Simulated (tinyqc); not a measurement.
Worked calculation (part 2 of 2): RKS/BLYP in the sto-3g basis, for LiH, spin multiplicity 1. Computed by tinyqc, a small Python program that keeps every step (integrals from PySCF). Command: `OMP_NUM_THREADS=1 python tinyqc.py 24051 24052 out.jsonl` (the two numbers bound the seeds that draw the settings). One thread of a shared host (Intel(R) Xeon(R) Processor @ 2.60GHz), about 0.5 s of CPU time with the checks.

Geometry (angstrom):
```
atom         x         y         z
Li    0.000000  0.000000  0.000000
H     0.000000  0.000000  1.820000
```

## Iteration 40 (converged): orbitals

converged F (hartree), order 1Li 1s, 1Li 2s, 1Li 2px, 1Li 2py, 1Li 2pz, 2H 1s:
$$\begin{pmatrix}
-1.776369 & -0.509656 & 0.000000 & 0.000000 & 0.008353 & -0.091436 \\
-0.509656 & -0.206100 & 0.000000 & 0.000000 & -0.002887 & -0.118001 \\
0.000000 & 0.000000 & 0.029028 & 0.000000 & 0.000000 & 0.000000 \\
0.000000 & 0.000000 & 0.000000 & 0.029028 & 0.000000 & 0.000000 \\
0.008353 & -0.002887 & 0.000000 & 0.000000 & 0.002702 & -0.114355 \\
-0.091436 & -0.118001 & 0.000000 & 0.000000 & -0.114355 & -0.061849
\end{pmatrix}$$

X, order 1Li 1s, 1Li 2s, 1Li 2px, 1Li 2py, 1Li 2pz, 2H 1s:
$$\begin{pmatrix}
0.216459 & 0.785628 & 0.000000 & 0.000000 & 0.605725 & 0.183307 \\
-0.711064 & -0.613621 & 0.000000 & 0.000000 & 0.477071 & 0.371226 \\
0.000000 & 0.000000 & -0.526761 & 0.850014 & 0.000000 & 0.000000 \\
0.000000 & 0.000000 & 0.850014 & 0.526761 & 0.000000 & 0.000000 \\
-0.850043 & 0.463851 & 0.000000 & 0.000000 & -0.471514 & 0.407922 \\
1.071761 & -0.197886 & 0.000000 & 0.000000 & -0.179792 & 0.532804
\end{pmatrix}$$

Diagonalise F' = X^T F X, C = X C', fill 2 alpha and 2 beta electrons from the bottom; D = 2 C_occ C_occ^T. Each column has its largest component positive (the first on a tie).

F' = X^T F X (hartree):
$$\begin{pmatrix}
0.239590 & -0.121005 & 0.000000 & 0.000000 & -0.078968 & -0.054630 \\
-0.121005 & -0.655954 & 0.000000 & 0.000000 & -0.770732 & -0.296277 \\
0.000000 & 0.000000 & 0.029028 & 0.000000 & 0.000000 & 0.000000 \\
0.000000 & 0.000000 & 0.000000 & 0.029028 & 0.000000 & 0.000000 \\
-0.078968 & -0.770732 & 0.000000 & 0.000000 & -0.977320 & -0.397717 \\
-0.054630 & -0.296277 & 0.000000 & 0.000000 & -0.397717 & -0.288434
\end{pmatrix}$$

orbital energies (hartree): MO1 -1.780515, MO2 -0.126760, MO3 -0.032466, MO4 0.029028, MO5 0.029028, MO6 0.257623

coefficients C, order 1Li 1s, 1Li 2s, 1Li 2px, 1Li 2py, 1Li 2pz, 2H 1s:
$$\begin{pmatrix}
0.986566 & -0.176728 & -0.218228 & 0.000000 & 0.000000 & 0.111366 \\
0.051237 & 0.508478 & 0.793204 & 0.000000 & 0.000000 & -0.597662 \\
0.000000 & 0.000000 & 0.000000 & 0.045051 & 0.998985 & 0.000000 \\
0.000000 & 0.000000 & 0.000000 & 0.998985 & -0.045051 & 0.000000 \\
-0.003350 & 0.271478 & -0.583144 & 0.000000 & 0.000000 & -0.955347 \\
-0.002962 & 0.582330 & -0.248118 & 0.000000 & 0.000000 & 1.050407
\end{pmatrix}$$

D after iteration 40, order 1Li 1s, 1Li 2s, 1Li 2px, 1Li 2py, 1Li 2pz, 2H 1s:
$$\begin{pmatrix}
2.009090 & -0.078627 & 0.000000 & 0.000000 & -0.102566 & -0.211672 \\
-0.078627 & 0.522351 & 0.000000 & 0.000000 & 0.275738 & 0.591901 \\
0.000000 & 0.000000 & 0.000000 & 0.000000 & 0.000000 & 0.000000 \\
0.000000 & 0.000000 & 0.000000 & 0.000000 & 0.000000 & 0.000000 \\
-0.102566 & 0.275738 & 0.000000 & 0.000000 & 0.147423 & 0.316199 \\
-0.211672 & 0.591901 & 0.000000 & 0.000000 & 0.316199 & 0.678234
\end{pmatrix}$$

Within a degenerate level the vectors are fixed only up to a rotation; this is one choice.

## Convergence

Stop when the energy changes by less than 1e-08 hartree and every element of the error matrix X^T (F D S - S D F) X is below 3e-05.

Course of the cycle:
```
iteration  E (hartree)     change  largest element of the error matrix
1          -7.91468826          -                             5.40e-02
2          -7.91942613  -4.74e-03                             2.29e-02
3          -7.92304895  -3.62e-03                             1.68e-02
4          -7.92565334  -2.60e-03                             1.17e-02
5          -7.92751296  -1.86e-03                             8.06e-03
6          -7.92883383  -1.32e-03                             5.77e-03
7          -7.92976736  -9.34e-04                             4.07e-03
8          -7.93042538  -6.58e-04                             2.87e-03
9          -7.93088842  -4.63e-04                             2.02e-03
10         -7.93121385  -3.25e-04                             1.41e-03
11         -7.93144237  -2.29e-04                             9.91e-04
12         -7.93160274  -1.60e-04                             6.93e-04
13         -7.93171522  -1.12e-04                             4.86e-04
14         -7.93179408  -7.89e-05                             3.40e-04
...                ...        ...                                  ...
27         -7.93197673  -7.67e-07                             3.28e-06
28         -7.93197727  -5.37e-07                             2.30e-06
29         -7.93197765  -3.76e-07                             1.61e-06
30         -7.93197791  -2.63e-07                             1.13e-06
31         -7.93197809  -1.84e-07                             7.88e-07
32         -7.93197822  -1.29e-07                             5.52e-07
33         -7.93197831  -9.03e-08                             3.86e-07
34         -7.93197838  -6.32e-08                             2.70e-07
35         -7.93197842  -4.42e-08                             1.89e-07
36         -7.93197845  -3.10e-08                             1.33e-07
37         -7.93197847  -2.17e-08                             9.28e-08
38         -7.93197849  -1.52e-08                             6.49e-08
39         -7.93197850  -1.06e-08                             4.55e-08
40         -7.93197851  -7.43e-09                             3.18e-08
```

PySCF RKS in the same basis, fine grid = -7.93446836 hartree

Converged in 40 iterations. The coarse grid moves the energy by +2.49e-03 hartree.

## Populations, bond orders and dipole

overlap S, order 1Li 1s, 1Li 2s, 1Li 2px, 1Li 2py, 1Li 2pz, 2H 1s:
$$\begin{pmatrix}
1.000000 & 0.241137 & 0.000000 & 0.000000 & 0.000000 & 0.041347 \\
0.241137 & 1.000000 & 0.000000 & 0.000000 & 0.000000 & 0.341018 \\
0.000000 & 0.000000 & 1.000000 & 0.000000 & 0.000000 & 0.000000 \\
0.000000 & 0.000000 & 0.000000 & 1.000000 & 0.000000 & 0.000000 \\
0.000000 & 0.000000 & 0.000000 & 0.000000 & 1.000000 & 0.465890 \\
0.041347 & 0.341018 & 0.000000 & 0.000000 & 0.465890 & 1.000000
\end{pmatrix}$$

Mulliken: Z minus the diagonal of D S on the atom; Loewdin: the same with S^(1/2) D S^(1/2); Mayer order: 2 sum_s sum (D(s) S)_ij (D(s) S)_ji over the two atoms.

Charges (e):
```
atom   Mulliken    Loewdin
1Li    0.018645   0.010194
2H    -0.018645  -0.010194
```

Mayer bond orders:
```
pair     order
2-1   0.999652
```

dipole moment about the origin, x y z (debye): [0.000000, 0.000000, -4.664160]
